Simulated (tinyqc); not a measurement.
Inside a calculation. Method: UHF in the sto-3g basis, for CH2, spin multiplicity 3. One step of it, computed by the program tinyqc.

Question. Iteration 1: building the Fock matrix. J_ij = sum D_kl (ij|kl) with D = D(alpha) + D(beta), K_ij = sum D_kl (ik|jl) for each spin; F = H + J - K(s); E = tr D H + tr D J / 2 - 0.5 sum_s tr D(s) K(s) + E_nn.

D(alpha) at the start, lower triangle:
```
,1C 1s,1C 2s,1C 2px,1C 2py,1C 2pz,2H 1s,3H 1s
1C 1s,1.031780
1C 2s,-0.097430,0.444933
1C 2px,0.000000,0.000000,1.000000
1C 2py,-0.001715,0.011775,0.000000,0.482425
1C 2pz,0.071849,-0.252216,0.000000,0.002813,0.898896
2H 1s,-0.086783,0.174343,0.000000,0.218021,0.056572,0.195739
3H 1s,-0.091769,0.179226,0.000000,-0.210789,0.057849,0.010458,0.207079
```

D(beta) at the start, lower triangle:
```
,1C 1s,1C 2s,1C 2px,1C 2py,1C 2pz,2H 1s,3H 1s
1C 1s,1.016959
1C 2s,-0.048370,0.282538
1C 2px,0.000000,0.000000,0.000000
1C 2py,-0.001257,0.010262,0.000000,0.482411
1C 2pz,-0.040286,0.118967,0.000000,0.006273,0.050494
2H 1s,-0.084683,0.167395,0.000000,0.217956,0.072453,0.195441
3H 1s,-0.089768,0.172605,0.000000,-0.210851,0.072983,0.010175,0.206809
```

core Hamiltonian H = T + V (hartree), lower triangle:
```
,1C 1s,1C 2s,1C 2px,1C 2py,1C 2pz,2H 1s,3H 1s
1C 1s,-18.829448
1C 2s,-4.543327,-5.738621
1C 2px,0.000000,0.000000,-4.591598
1C 2py,0.001968,0.012089,0.000000,-4.809718
1C 2pz,-0.021473,-0.206177,0.000000,0.006170,-4.674047
2H 1s,-1.353806,-2.758042,0.000000,-1.844639,-1.190803,-3.803598
3H 1s,-1.542121,-2.979112,0.000000,1.936087,-1.250249,-0.994103,-3.956496
```

Two-electron integrals (ij|kl) in chemists' order, unique and non-zero (hartree):
```
i,j,k,l,(ij|kl)
1,1,1,1,3.541948
2,1,1,1,0.576921
2,1,2,1,0.111888
2,2,1,1,0.854682
2,2,2,1,0.205284
2,2,2,2,0.624709
3,1,3,1,0.020296
3,2,3,1,0.030858
3,2,3,2,0.137996
3,3,1,1,0.852436
3,3,2,1,0.205335
3,3,2,2,0.624568
3,3,3,3,0.672833
4,1,4,1,0.020296
4,2,4,1,0.030858
4,2,4,2,0.137996
4,3,4,3,0.036269
4,4,1,1,0.852436
4,4,2,1,0.205335
4,4,2,2,0.624568
4,4,3,3,0.600295
4,4,4,4,0.672833
5,1,5,1,0.020296
5,2,5,1,0.030858
5,2,5,2,0.137996
5,3,5,3,0.036269
5,4,5,4,0.036269
5,5,1,1,0.852436
5,5,2,1,0.205335
5,5,2,2,0.624568
5,5,3,3,0.600295
5,5,4,4,0.600295
5,5,5,5,0.672833
6,1,1,1,0.172271
6,1,2,1,0.033159
6,1,2,2,0.060562
6,1,3,3,0.060357
6,1,4,1,0.001742
6,1,4,2,0.003205
6,1,4,4,0.060817
6,1,5,1,0.001070
6,1,5,2,0.001969
6,1,5,4,0.000283
6,1,5,5,0.060531
6,1,6,1,0.010052
6,2,1,1,0.370213
6,2,2,1,0.089897
6,2,2,2,0.296077
6,2,3,3,0.289418
6,2,4,1,0.007265
6,2,4,2,0.047664
6,2,4,4,0.303730
6,2,5,1,0.004465
6,2,5,2,0.029289
6,2,5,4,0.008795
6,2,5,5,0.294822
6,2,6,1,0.027693
6,2,6,2,0.176425
6,3,3,1,0.009661
6,3,3,2,0.049258
6,3,4,3,0.009620
6,3,5,3,0.005912
6,3,6,3,0.023164
6,4,1,1,0.254847
6,4,2,1,0.062746
6,4,2,2,0.219161
6,4,3,3,0.208030
6,4,4,1,0.014128
6,4,4,2,0.082369
6,4,4,4,0.237379
6,4,5,1,0.002745
6,4,5,2,0.020347
6,4,5,4,0.012123
6,4,5,5,0.211847
6,4,6,1,0.020347
6,4,6,2,0.155446
6,4,6,4,0.157682
6,5,1,1,0.156603
6,5,2,1,0.038557
6,5,2,2,0.134674
6,5,3,3,0.127834
6,5,4,1,0.002745
6,5,4,2,0.020347
6,5,4,4,0.134046
6,5,5,1,0.011347
6,5,5,2,0.061761
6,5,5,4,0.013437
6,5,5,5,0.142003
6,5,6,1,0.012503
6,5,6,2,0.095522
6,5,6,4,0.082661
6,5,6,5,0.073959
6,6,1,1,0.503051
6,6,2,1,0.124257
6,6,2,2,0.460813
6,6,3,3,0.436290
6,6,4,1,0.013622
6,6,4,2,0.115877
6,6,4,4,0.489344
6,6,5,1,0.008371
6,6,5,2,0.071207
6,6,5,4,0.032602
6,6,5,5,0.456324
6,6,6,1,0.038989
6,6,6,2,0.334284
6,6,6,4,0.326923
6,6,6,5,0.200894
6,6,6,6,0.774606
7,1,1,1,0.196765
7,1,2,1,0.037842
7,1,2,2,0.069013
7,1,3,3,0.068783
7,1,4,1,-0.001978
7,1,4,2,-0.003623
7,1,4,4,0.069298
7,1,5,1,0.001216
7,1,5,2,0.002229
7,1,5,4,-0.000317
7,1,5,5,0.068978
7,1,6,1,0.011108
7,1,6,2,0.029658
7,1,6,4,0.019612
7,1,6,5,0.013390
7,1,6,6,0.040688
7,1,7,1,0.013089
7,2,1,1,0.402425
7,2,2,1,0.097608
7,2,2,2,0.319029
7,2,3,3,0.312108
7,2,4,1,-0.007842
7,2,4,2,-0.050314
7,2,4,4,0.326971
7,2,5,1,0.004824
7,2,5,2,0.030949
7,2,5,4,-0.009143
7,2,5,5,0.317731
7,2,6,1,0.028260
7,2,6,2,0.141715
7,2,6,4,0.088681
7,2,6,5,0.074390
7,2,6,6,0.214330
7,2,7,1,0.034236
7,2,7,2,0.201286
7,3,3,1,0.010749
7,3,3,2,0.053970
7,3,4,3,-0.010293
7,3,5,3,0.006331
7,3,6,3,0.017867
7,3,7,3,0.027205
7,4,1,1,-0.269672
7,4,2,1,-0.066353
7,4,2,2,-0.230019
7,4,3,3,-0.218325
7,4,4,1,0.015471
7,4,4,2,0.088180
7,4,4,4,-0.249255
7,4,5,1,-0.002904
7,4,5,2,-0.021043
7,4,5,4,0.012694
7,4,5,5,-0.222239
7,4,6,1,-0.018139
7,4,6,2,-0.085311
7,4,6,4,-0.036628
7,4,6,5,-0.043796
7,4,6,6,-0.115398
7,4,7,1,-0.024558
7,4,7,2,-0.172920
7,4,7,4,0.173138
7,5,1,1,0.165876
7,5,2,1,0.040814
7,5,2,2,0.141485
7,5,3,3,0.134293
7,5,4,1,-0.002904
7,5,4,2,-0.021043
7,5,4,4,0.140655
7,5,5,1,0.012536
7,5,5,2,0.066913
7,5,5,4,-0.014206
7,5,5,5,0.149362
7,5,6,1,0.012473
7,5,6,2,0.073115
7,5,6,4,0.044649
7,5,6,5,0.055445
7,5,6,6,0.118364
7,5,7,1,0.015106
7,5,7,2,0.106364
7,5,7,4,-0.089764
7,5,7,5,0.082419
7,6,1,1,0.124940
7,6,2,1,0.030380
7,6,2,2,0.102487
7,6,3,3,0.099905
7,6,4,1,0.000051
7,6,4,2,0.000498
7,6,4,4,0.102934
7,6,5,1,0.002523
7,6,5,2,0.017135
7,6,5,4,0.000138
7,6,5,5,0.104530
7,6,6,1,0.009147
7,6,6,2,0.055490
7,6,6,4,0.042343
7,6,6,5,0.032942
7,6,6,6,0.098723
7,6,7,1,0.010407
7,6,7,2,0.058755
7,6,7,4,-0.043144
7,6,7,5,0.034232
7,6,7,6,0.020550
7,7,1,1,0.528212
7,7,2,1,0.130301
7,7,2,2,0.476837
7,7,3,3,0.451732
7,7,4,1,-0.014660
7,7,4,2,-0.119754
7,7,4,4,0.506026
7,7,5,1,0.009017
7,7,5,2,0.073661
7,7,5,4,-0.033396
7,7,5,5,0.472274
7,7,6,1,0.037417
7,7,6,2,0.205423
7,7,6,4,0.115240
7,7,6,5,0.115440
7,7,6,6,0.309846
7,7,7,1,0.046618
7,7,7,2,0.360616
7,7,7,4,-0.344626
7,7,7,5,0.211980
7,7,7,6,0.098723
7,7,7,7,0.774606
```

nuclear repulsion = 6.72004957 hartree

Give: Coulomb J; exchange K(alpha); exchange K(beta); F(alpha); F(beta); total energy of this density.

Answer.

Coulomb J (hartree), lower triangle:
```
,1C 1s,1C 2s,1C 2px,1C 2py,1C 2pz,2H 1s,3H 1s
1C 1s,11.5539
1C 2s,2.2372,5.1855
1C 2px,0.0000,0.0000,5.1300
1C 2py,-0.0007,-0.0037,0.0000,5.2456
1C 2pz,0.0169,0.1335,0.0000,-0.0012,5.1646
2H 1s,0.6655,2.4741,0.0000,1.8332,1.1637,3.9101
3H 1s,0.7594,2.6691,0.0000,-1.9280,1.2255,0.8592,4.0412
```

exchange K(alpha) (hartree), lower triangle:
```
,1C 1s,1C 2s,1C 2px,1C 2py,1C 2pz,2H 1s,3H 1s
1C 1s,3.6061
1C 2s,0.6652,0.9942
1C 2px,0.0000,0.0000,0.8526
1C 2py,0.0003,-0.0032,0.0000,0.8022
1C 2pz,0.0049,-0.0264,0.0000,-0.0024,0.8540
2H 1s,0.2019,0.5323,0.0000,0.3721,0.2141,0.6440
3H 1s,0.2298,0.5685,0.0000,-0.3847,0.2230,0.1986,0.6860
```

exchange K(beta) (hartree), lower triangle:
```
,1C 1s,1C 2s,1C 2px,1C 2py,1C 2pz,2H 1s,3H 1s
1C 1s,3.5551
1C 2s,0.6134,0.6502
1C 2px,0.0000,0.0000,0.1284
1C 2py,0.0003,-0.0043,0.0000,0.7140
1C 2pz,-0.0029,0.2395,0.0000,-0.0002,0.2346
2H 1s,0.1840,0.4437,0.0000,0.3540,0.2173,0.6021
3H 1s,0.2099,0.4713,0.0000,-0.3655,0.2272,0.1663,0.6367
```

F(alpha) (hartree), lower triangle:
```
,1C 1s,1C 2s,1C 2px,1C 2py,1C 2pz,2H 1s,3H 1s
1C 1s,-10.8816
1C 2s,-2.9713,-1.5473
1C 2px,0.0000,0.0000,-0.3142
1C 2py,0.0010,0.0116,0.0000,-0.3663
1C 2pz,-0.0095,-0.0463,0.0000,0.0074,-0.3635
2H 1s,-0.8902,-0.8163,0.0000,-0.3835,-0.2412,-0.5375
3H 1s,-1.0126,-0.8785,0.0000,0.3928,-0.2478,-0.3335,-0.6013
```

F(beta) (hartree), lower triangle:
```
,1C 1s,1C 2s,1C 2px,1C 2py,1C 2pz,2H 1s,3H 1s
1C 1s,-10.8306
1C 2s,-2.9196,-1.2034
1C 2px,0.0000,0.0000,0.4100
1C 2py,0.0010,0.0126,0.0000,-0.2781
1C 2pz,-0.0017,-0.3122,0.0000,0.0052,0.2560
2H 1s,-0.8723,-0.7277,0.0000,-0.3654,-0.2444,-0.4956
3H 1s,-0.9926,-0.7813,0.0000,0.3736,-0.2520,-0.3012,-0.5520
```

total energy of this density = -38.339221 hartree

This density is the starting one.
